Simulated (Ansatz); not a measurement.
Scan of H3Si, doublet: map of symmetric stretch and umbrella angle. Scanned: Si-H bond length and angle between the Si-H bonds and the threefold axis (90 = planar).

Cartesian coordinates as functions of the variables (Å; names that start with a are angles):
```
Si  0  0  0
H  r*sin(a)*cos(0*2*pi/3+0)  r*sin(a)*sin(0*2*pi/3+0)  0+r*cos(a)
H  r*sin(a)*cos(1*2*pi/3+0)  r*sin(a)*sin(1*2*pi/3+0)  0+r*cos(a)
H  r*sin(a)*cos(2*2*pi/3+0)  r*sin(a)*sin(2*2*pi/3+0)  0+r*cos(a)
```

Calculation: Ansatz (a first-principles code) with CCSD(T) on UHF/cc-pVDZ, frozen core.

Energy in kJ/mol above the lowest grid point; x is the Si-H bond length (Å), y the angle between the Si-H bonds and the threefold axis (90 = planar) (°).

```
y \ x    1.30   1.37   1.45   1.50   1.59   1.63   1.70   1.79   1.85
------  -----  -----  -----  -----  -----  -----  -----  -----  -----
130     293.4  199.9  145.2  132.5  140.2  153.3  186.3  241.9  284.0
125.58  235.0  144.2   92.6   81.9   93.2  107.8  143.6  202.8  247.2
121.82  196.0  107.3   58.2   49.0   63.0   78.8  116.5  178.1  224.2
118.46  169.2   82.3   35.2   27.2   43.2   59.9   99.1  162.5  209.7
114.90  148.6   63.4   18.2   11.3   29.3   46.7   87.3  152.2  200.3
110.45  133.1   49.9    6.8    1.2   21.2   39.5   81.4  147.8  196.7
106.55  127.7   46.0    4.6    0.0   21.7   40.6   83.6  151.1  200.6
102.84  127.8   47.6    7.7    4.0   27.3   46.9   90.9  159.5  209.5
97.99   132.5   53.9   16.0   13.6   39.1   59.7  105.3  175.7  226.7
94.79   136.1   58.4   21.5   19.8   46.6   67.9  114.6  186.6  238.6
90      138.7   61.4   25.3   24.1   51.9   73.6  121.3  194.7  247.8
```

Points that lie below all their neighbours on the grid: x = 1.50, y = 106.55 (0.0 kJ/mol).
